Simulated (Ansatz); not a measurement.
Reaction: Si2H5Cl (chloro(silyl)silane, SMILES Cl[SiH2][SiH3]) → Si2H5 (SMILES [SiH2][SiH3], doublet) + Cl (doublet) (the Cl-Si bond breaks)
Each species at its own B3LYP-D3(BJ)/def2-TZVP minimum (Ansatz, a first-principles code).

Quantity: bond dissociation energy (electronic), in kcal/mol. Radicals and triplets start from unrestricted determinants; spin-orbit coupling is neglected. CBS(X,Y): correlation extrapolated as X^-3, Hartree-Fock from the larger set. A bracket is a step between two methods taken in the basis named. The functionals are non-relativistic, so their misses hold any scalar relativity. '+ core + X2C': CCSD(T) terms for core correlation (cc-pwCVTZ, 1s frozen past Ne) and scalar relativity (cc-pVTZ-DK).

CCSD(T)/CBS(cc-pV(T+d)Z,cc-pV(Q+d)Z) + [CCSDT(Q) - CCSD(T)]/cc-pV(D+d)Z + core + X2C (Ansatz) gives 108.9 kcal/mol.

Problem. What does PBE/def2-TZVPD (Ansatz) give here, and how do the other levels compare?

Solution. PBE gives 105.1 kcal/mol, 3.8 kcal/mol below it. Differences of the others: B3LYP/def2-TZVPD (Ansatz) -7.2; PBE0/def2-TZVPD (Ansatz) -4.3; wB97M-V/def2-TZVPD (Ansatz) 0.3; CCSD(T)/CBS(cc-pV(T+d)Z,cc-pV(Q+d)Z) + core + X2C (Ansatz) -0.1 kcal/mol. Nearer than PBE: wB97M-V/def2-TZVPD, CCSD(T)/CBS(cc-pV(T+d)Z,cc-pV(Q+d)Z) + core + X2C.
